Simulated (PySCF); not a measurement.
Published values to compare with (the computed states carry no symmetry labels, so the two lists aren't matched line by line):

| state | E (eV) | f | kind of transition | source |
| --- | --- | --- | --- | --- |
| 1Πg(partial double) | 4.01 |  | vertical absorption | [1] |
| 1Δg(double) | 5.22 |  | vertical absorption | [2] |
| 1Δg(genuine double) | 5.23 |  | vertical absorption | [1] |
| 1Σg+(genuine double) | 5.91 |  | vertical absorption | [1] |
| 1Σ+g(double) | 5.91 |  | vertical absorption | [2] |

[1] computed, theoretical best estimate (aug-cc-pVTZ), gas; Kossoski, Boggio-Pasqua, Loos, Jacquemin, double excitations: improvement and extension (2024), arXiv:2403.19597
[2] computed, theoretical best estimate (aug-cc-pVTZ, frozen core, CC3 geometry), gas; Veril, Scemama, Caffarel, Lipparini, Boggio-Pasqua, Jacquemin, Loos, WIREs Comput. Mol. Sci. 2021, 11, e1517 (QUESTDB)

Carbon trimer, C3 (singlet state).
Structure used (GFN2-xTB), in Å, numbered top down from 1:
```xyz
3
C3 angstrom
C     -1.2409    0.4001   -0.0027
C      0.0064    0.0792   -0.0112
C      1.2459   -0.2699    0.0014
```

Theory: TDDFT PBE0/def2-SVPD, vertical, gas phase, core orbitals frozen in the response in PySCF.

Computed singlets: 3.25 eV (f 0.042 summed over 2 states); 3.88 eV (f 0.000); 4.18 eV (f 0.000 summed over 2 states); 4.29 eV (f 0.000 summed over 2 states); 8.10 eV (f 1.019). Computed triplets (Tamm–Dancoff): 1.91, 1.91 eV.

Note on [1]: supersedes the 2021 QUESTDB value where one exists.

States of double-excitation character are out of reach of adiabatic linear-response TDDFT and have no counterpart, or a poor one, in the computed list.
